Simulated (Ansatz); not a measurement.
**HAl–PH⁺, doublet in 6-31G: errors against full CI**

Geometry: that of the HAl–PH, singlet, kept fixed.

```xyz
4

Al    0.0000    0.0033    1.1038
P     0.0000    0.0453   -1.0264
H     0.0000   -0.1169    2.6818
H     0.0000   -1.3656   -0.6878
```

Basis 6-31G; Ansatz 0.2.0. Only valence electrons are correlated (noble-gas cores frozen), which leaves 9 electrons in 20 orbitals. R marks a restricted (for open shells ROHF) determinant, U an unrestricted one. Active spaces: valence = (9e, 10o) chosen from the atoms' valence shells.

Full CI is exact within this basis and frozen core; it isn't the basis-set limit. The frozen core follows each run's orbitals, which can shift R against U totals by a few meV.

For open shells CISD and CISDTQ are restricted-active-space CI with the open shells as a complete middle space.

The UHF ⟨S²⟩ is 0.756. The T1 diagnostic (RCCSD) is 0.0217, the largest doubles amplitude (RCCSD) is 0.071 and the T1 diagnostic (UCCSD) is 0.0204.

| level | E − E(full CI) (mEh) | share of correlation (%) | wall time |
| --- | --- | --- | --- |
| RHF | 98.23 | 0.00 | – |
| UHF | 96.93 | 1.32 | – |
| RMP2 | 26.20 | 73.33 | – |
| UMP2 | 26.10 | 73.43 | – |
| CISD | 7.53 | 92.33 | 0.52 s |
| RCCSD | 3.05 | 96.89 | – |
| UCCSD | 3.05 | 96.89 | – |
| RCCSD(T) | 0.89 | 99.09 | 0.73 s |
| UCCSD(T) | 0.89 | 99.09 | 0.69 s |
| BCCD(T) | 0.93 | 99.05 | 0.82 s |
| RCCSDT | 0.15 | 99.85 | – |
| UCCSDT | 0.15 | 99.85 | – |
| CISDTQ | 0.25 | 99.75 | 17 s (H100) |
| RCCSDT(Q) | 0.03 | 99.97 | 3 s |
| UCCSDT(Q) | 0.01 | 99.99 | 2.8 s |
| RCCSDTQ | 0.00 | 100.00 | 18 s (H100) |
| UCCSDTQ | 0.00 | 100.00 | 15 s (H100) |
| CASSCF (valence space) | 22.45 | 77.14 | – |
| NEVPT2 (valence space) | 6.09 | 93.80 | 4.9 s |
| MRCISD (valence space) | 0.71 | 99.27 | – |
| MRCISD+Q (valence space) | 0.37 | 99.62 | 47 s (H100) |

The correlation energy at full CI, counted from RHF, is -2.673 eV. That run took 14 s on 2 threads of AMD EPYC 7R13 with a shared H100 80 GB, shared host over 37,560,336 determinants.

Times hold each run's SCF and search for its determinant on a shared host, so for small cases they say little of a method's own cost; rows without a card ran on 1 thread of AMD EPYC 7R13.

The full-CI state has the irrep A'' of Cs, in the program's axes.

Natural occupations of full CI about the gap: 1.981 1.956 1.952 1.943 0.991 0.058 0.038 0.022 0.020 0.016; effectively unpaired electrons, Σ n²(2−n)², 1.05.
